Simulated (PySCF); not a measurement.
An unknown is described by computed data only.

Formula: H6N2Si.

* UV, first state: lowest singlet excitation: 6.44 eV (192 nm, f = 0.026) [TDDFT PBE0/def2-SVPD]
* XPS: Si2p3/2 106.9, N1s 404.5 (×2), Si1s 1846.8 eV [ΔSCF SCAN, pcX-2 on the ionised atom, pcseg-1 elsewhere, spin-free X2C, 2p3/2 from a spin–orbit splitting computed afterwards within the 2p shell]
* 1H NMR: chemical shifts (computed TMS as zero) by class: 4.85 (2 H), 0.35 (4 H) ppm [GIAO PBE0/pcSseg-1]
* Triplet: lowest triplet excitation (Tamm–Dancoff): 6.14 eV [TDA PBE0/def2-SVPD]
* Rotational structure: rotational constants A, B, C: 20.573, 6.651, 5.561 GHz [GFN2-xTB]
* NMR, other nuclei: isotropic shieldings of nuclei other than C and H, by class: 244 (2 N), 388 (1 Si) ppm [GIAO PBE0/pcSseg-1]
* UV, strongest line: among the 8 lowest singlet transitions: S2 at 6.70 eV (185 nm, f = 0.048) [TDDFT PBE0/def2-SVPD]
* Polarisability: 44.6 au [PBE0/def2-SVPD]
* Dipole: 1.63 D [PBE0/def2-SVPD]

The electronic properties come from PySCF, for the isolated species, density fitting. Levels stand in brackets. The structure is a single GFN2-xTB conformer in the gas phase; no vibrational or solvent corrections. NMR values are class means; diastereotopic atoms form classes of their own.

Question: Propose a structure and show how it fits.

Answer: Numbering: `[NH2:1][SiH2:2][NH2:3]`. Its formula, H6N2Si, gives 0 degrees of unsaturation, so no ring and no π bond. Hydrogen classes from least to most shielded: 2 H on an SiH2 silicon, Si2 (4.85 ppm), 4 H on 2 silicon-bound nitrogens, N1/N3 (0.35 ppm, a mean of values up to 0.6 ppm apart in this geometry). The other shieldings belong to: 244 ppm, silicon-bound nitrogen [N1/N3]; 388 ppm, SiH2 silicon [Si2]. The core levels belong to: Si2p3/2 106.9 eV, SiH2 silicon [Si2]; N1s 404.5 eV, silicon-bound nitrogen [N1/N3]; Si1s 1846.8 eV, SiH2 silicon [Si2]. One atom of each topological class was ionised and stands for its class. By its constants the optimised geometry is an asymmetric top. Structure: `N[SiH2]N`. Computed isomers that give other values at the same levels: `NN[SiH3]` (core binding energies: Si2p3/2 107.0, N1s 405.1, N1s 405.9, Si1s 1846.7 eV). The assignments are read from this structure; whether some other isomer fits the data as well wasn't checked.

Conformer computed: `[NH2:1][SiH2:2][NH2:3]`: H–N1–Si2–N3 -58°, H–N1–Si2–N3 79°, H–N3–Si2–N1 169°, H–N3–Si2–N1 -55°.
